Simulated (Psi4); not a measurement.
# CH4FSi− (SMILES C[SiH-]F) at r2SCAN/def2-SVPD

What is the vertical ionisation energy of CH4FSi− at r2SCAN/def2-SVPD? 

The results are computed with Psi4 1.11.

## (1) The structure to begin with

CH4FSi− has 7 atoms, charge -1, and is taken as a singlet. SMILES: `C[SiH-]F`. The shape is that of a GFN2-xTB optimisation.

Bond lengths: C1–Si2 1.920 Å, Si2–F3 1.726 Å, C1–H4 1.095 Å, C1–H5 1.096 Å, C1–H6 1.098 Å, Si2–H7 1.522 Å. Angles: C1–Si2–F3 98.7°, C1–Si2–H7 99.7°, F3–Si2–H7 94.5°, Si2–C1–H4 111.2°, Si2–C1–H5 109.2°, Si2–C1–H6 115.2°, H4–C1–H5 106.6°, H4–C1–H6 106.9°, H5–C1–H6 107.3°.

## (2) Energy and forces at r2SCAN/def2-SVPD

Contents of job.inp:

```
memory 1.6 GB

molecule system {
  -1 1
  C     -0.619000     0.374770    -0.292140
  Si     0.995600    -0.664820    -0.301260
  F      0.619160    -1.743790     0.991740
  H     -1.448800    -0.178770    -0.743640
  H     -0.473380     1.273380    -0.902000
  H     -0.956350     0.705050     0.699130
  H      1.882770     0.234180     0.548170
  symmetry c1
}

set {
  basis def2-SVPD
  puream true
  e_convergence 1e-09
  d_convergence 1e-08
  scf_type pk
  dft_radial_points 99
  dft_spherical_points 590
}

energy_value, wavefunction = gradient("r2scan", return_wfn=True)
oeprop(wavefunction, "MULLIKEN_CHARGES", "WIBERG_LOWDIN_INDICES", "LOWDIN_CHARGES", title="R2SCAN")
```

Launch:

```sh
$ psi4 -i job.inp -o job.out -n 1
```

job.out:

```text
[...]
  Running in c1 symmetry.
[...]
  Nuclear repulsion =  103.448327172703571
[...]
  Multiplicity = 1
[...]
  Nalpha       = 17
  Nbeta        = 17
[...]
    Number of basis functions: 99
[...]
   @RKS iter   1:  -429.24398811506143   -2.69269e-01   8.42175e-03 ADIIS/DIIS
[...]
   @RKS iter  12:  -429.61395312690098   -8.52651e-12   8.78953e-09 DIIS
[...]
    Orbital Energies [Eh]
    ---------------------
    Doubly Occupied:
       1A    -65.601752     2A    -24.249182     3A     -9.846488
       4A     -4.982973     5A     -3.331539     6A     -3.327639
       7A     -3.324152     8A     -0.866565     9A     -0.468590
      10A     -0.257621    11A     -0.196471    12A     -0.190247
      13A     -0.161097    14A     -0.154865    15A     -0.136817
      16A     -0.068616    17A      0.047411
[...]
  @RKS Final Energy:  -429.61395312690098
   => Energetics <=
    Nuclear Repulsion Energy =            103.4483271727035714
    One-Electron Energy =                -807.2575383921024468
    Two-Electron Energy =                 312.5670270174057350
    DFT Exchange-Correlation Energy =     -38.3717689249078333
    Empirical Dispersion Energy =           0.0000000000000000
    VV10 Nonlocal Energy =                  0.0000000000000000
    Total Energy =                       -429.6139531269009808
[...]
 Multipole Moments:
 ------------------------------------------------------------------------------------
     Multipole            Electronic (a.u.)      Nuclear  (a.u.)        Total (a.u.)
 ------------------------------------------------------------------------------------
 L = 1.  Multiply by 2.5417464519 to convert [e a0] to [Debye]
 Dipole X            :          2.0326532           -2.8957647           -0.8631115
 Dipole Y            :         -5.2202091            5.5653634            0.3451543
 Dipole Z            :          2.1069222           -1.6076120            0.4993102
 Magnitude           :                                                    1.0551794
[...]
  -Total Gradient:
     Atom            X                  Y                   Z
    ------   -----------------  -----------------  -----------------
       1        0.001791239194    -0.003342370237    -0.004047176979
       2       -0.007604285426     0.011663826074     0.014354863618
       3        0.003915077283     0.006048131442    -0.006514847753
       4        0.003694722971     0.003557990015     0.003166103770
       5       -0.000936034127    -0.005681353526     0.004275679652
       6        0.001358391565    -0.001935558595    -0.006710197920
       7       -0.002136764341    -0.010220072241    -0.004985493007
[...]
  Mulliken Charges: (a.u.)
   Center  Symbol    Alpha    Beta     Spin     Total
       1     C     3.07180  3.07180  0.00000 -0.14359
       2    SI     6.92764  6.92764  0.00000  0.14472
       3     F     4.85470  4.85470  0.00000 -0.70939
       4     H     0.53034  0.53034  0.00000 -0.06068
       5     H     0.53067  0.53067  0.00000 -0.06133
       6     H     0.52554  0.52554  0.00000 -0.05109
       7     H     0.55931  0.55931  0.00000 -0.11863
   Total alpha = 17.00000, Total beta = 17.00000, Total charge = -1.00000
  Lowdin Charges: (a.u.)
[...]
```

Wall time 65 s (1 thread of AMD EPYC 7R43 (Zen 3), shared host); peak memory 0.77 GiB.

## (3) Doublet neutral CH4FSi

Contents of ch4fsi.py:

```python
import psi4

psi4.set_memory(1600000000)
psi4.set_num_threads(1)
psi4.core.set_output_file('run.log', False)

geom = psi4.geometry("""
0 2
C     -1.16974047     0.70821266    -0.55206459
Si     1.88141133    -1.25632772    -0.56929889
F      1.17004283    -3.29528552     1.87411699
H     -2.73783521    -0.33782634    -1.40527594
H     -0.89455855     2.40633945    -1.70453296
H     -1.80723958     1.33235140     1.32116423
H      3.55791966     0.44253606     1.03589117
units bohr
symmetry c1
no_reorient
no_com
""")

psi4.set_options({
    'basis': 'def2-SVPD',
    'reference': 'uks',
    'puream': True,
    'e_convergence': 1e-09,
    'd_convergence': 1e-08,
    'scf_type': 'pk',
    'dft_radial_points': 99,
    'dft_spherical_points': 590,
    'maxiter': 200,
})

E, wfn = psi4.gradient("R2SCAN", return_wfn=True)
psi4.oeprop(wfn, "MAYER_INDICES", "DIPOLE", "LOWDIN_CHARGES", title="R2SCAN")
print('gradient / Eh bohr^-1')
print(E.np.round(6))
print(f'energy = {wfn.energy():.10f} Eh')
```

Launch:

```sh
$ python ch4fsi.py
```

run.log (excerpt; [...] marks lines left out):

```text
[...]
  Running in c1 symmetry.
[...]
  Nuclear repulsion =  103.448327198447259
[...]
  Multiplicity = 2
[...]
  Nalpha       = 17
  Nbeta        = 16
[...]
    Number of basis functions: 99
[...]
   @UKS iter   1:  -429.26363926124912   -2.88920e-01   7.82683e-03 ADIIS/DIIS
[...]
   @UKS iter  13:  -429.56055977295659   -8.98126e-12   9.37486e-09 DIIS
[...]
   @S^2 Observed:                7.530137339E-01
[...]
  @UKS Final Energy:  -429.56055977295659
   => Energetics <=
    Nuclear Repulsion Energy =            103.4483271984472594
    One-Electron Energy =                -799.5442953469679424
    Two-Electron Energy =                 304.6675859528311321
    DFT Exchange-Correlation Energy =     -38.1321775772670506
    Empirical Dispersion Energy =           0.0000000000000000
    VV10 Nonlocal Energy =                  0.0000000000000000
    Total Energy =                       -429.5605597729565943
[...]
  -Total Gradient:
     Atom            X                  Y                   Z
    ------   -----------------  -----------------  -----------------
       1       -0.002984588942     0.007432845912     0.020800812088
       2        0.027024839410    -0.008555534831    -0.063117644180
       3       -0.008801806843    -0.004775537118     0.028066646595
       4        0.004298592172     0.001302231486     0.002178927235
       5       -0.000061339012    -0.003975408552     0.003251922168
       6       -0.008283175016     0.004717295825    -0.005508144823
       7       -0.011198664599     0.004091412750     0.014119801942
[...]
 Multipole Moments:
 ------------------------------------------------------------------------------------
     Multipole            Electronic (a.u.)      Nuclear  (a.u.)        Total (a.u.)
 ------------------------------------------------------------------------------------
 L = 1.  Multiply by 2.5417464519 to convert [e a0] to [Debye]
 Dipole X            :        -28.0361344           27.9699876           -0.0661468
 Dipole Y            :         39.6829718          -39.1534812            0.5294906
 Dipole Z            :         -5.5732594            4.8317274           -0.7415320
 Magnitude           :                                                    0.9135674
[...]
```

Standard output:

```text
gradient / Eh bohr^-1
[[-2.9850e-03  7.4330e-03  2.0801e-02]
 [ 2.7025e-02 -8.5560e-03 -6.3118e-02]
 [-8.8020e-03 -4.7760e-03  2.8067e-02]
 [ 4.2990e-03  1.3020e-03  2.1790e-03]
 [-6.1000e-05 -3.9750e-03  3.2520e-03]
 [-8.2830e-03  4.7170e-03 -5.5080e-03]
 [-1.1199e-02  4.0910e-03  1.4120e-02]]
energy = -429.5605597730 Eh
```

Run time: 88 s. Hardware: 1 thread of AMD EPYC 7R43 (Zen 3), shared host; peak memory 0.76 GiB.

## (4) Results

At r2SCAN/def2-SVPD:

```
                                                              quantity          value
                                         singlet CH4FSi−: total energy  -429.61395 Eh
                                          singlet CH4FSi−: HOMO energy        1.29 eV
                                          singlet CH4FSi−: LUMO energy        4.89 eV
singlet CH4FSi−: HOMO–LUMO gap (to an unbound level, set by the basis)        3.60 eV
                             singlet CH4FSi−: largest force on an atom     1.028 eV/Å
                                  doublet neutral CH4FSi: total energy  -429.56056 Eh
                                 doublet neutral CH4FSi: dipole moment         2.32 D
            doublet neutral CH4FSi: HOMO energy (highest over α and β)       -6.45 eV
             doublet neutral CH4FSi: LUMO energy (lowest over α and β)       -3.96 eV
                                          doublet neutral CH4FSi: ⟨S²⟩          0.753
                      doublet neutral CH4FSi: largest force on an atom     3.558 eV/Å
                   vertical detachment energy (to the doublet neutral)       1.453 eV
```

What this shows: The vertical ionisation energy comes to 1.45 eV (34 kcal/mol). The largest force (singlet CH4FSi−) is 1.03 eV/Å: the shape isn't a stationary point for this species at this level. −ε(HOMO) before ionisation, -1.29 eV, is 2.74 eV below this ionisation energy. The HOMO (singlet CH4FSi−) lies at positive energy, 1.29 eV, as semi-local functionals often give for anions; only total energies tell whether the electron is bound.
